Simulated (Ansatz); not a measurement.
Reaction (SMILES): [SiH2] (SiH2) (closed-shell singlet) → 2 H atom + Si atom
B3LYP-D3(BJ)/def2-TZVP geometries, fixed; electronic energies without zero-point terms.

Basis-set convergence of the atomisation energy at HF with Ansatz (an electronic-structure program). All functions are spherical. A restricted Hartree-Fock determinant is unstable towards unrestricted orbitals. Open shells are unrestricted. No added dispersion term, no relativity. Functions are those of the species that has most. Reference: the value in pcseg-4, 110.72 kcal/mol, itself unsure by roughly 0.09 kcal/mol (its mean distance from aug-pcseg-3, aug-cc-pV(Q+d)Z, cc-pV(5+d)Z). Deviations are taken from unrounded values.

| basis | functions | atomisation energy (kcal/mol) | minus reference (kcal/mol) |
|---|---|---|---|
| def2-SV(P) | 22 | 106.43 | -4.28 |
| def2-SVP | 28 | 108.85 | -1.87 |
| def2-SVPD | 40 | 109.10 | -1.62 |
| def2-TZVP | 49 | 110.11 | -0.61 |
| def2-TZVPD | 61 | 110.19 | -0.53 |
| def2-TZVPP | 70 | 110.29 | -0.43 |
| def2-TZVPPD | 82 | 110.37 | -0.35 |
| def2-QZVPP | 130 | 110.55 | -0.16 |
| def2-QZVPPD | 142 | 110.57 | -0.15 |

The smallest set listed that lies within 1 kcal/mol of the reference with all its larger relatives (same family, alike in diffuse functions; a set with none counts only in the reference's own line) is def2-TZVP (49 functions, -0.61 kcal/mol off).
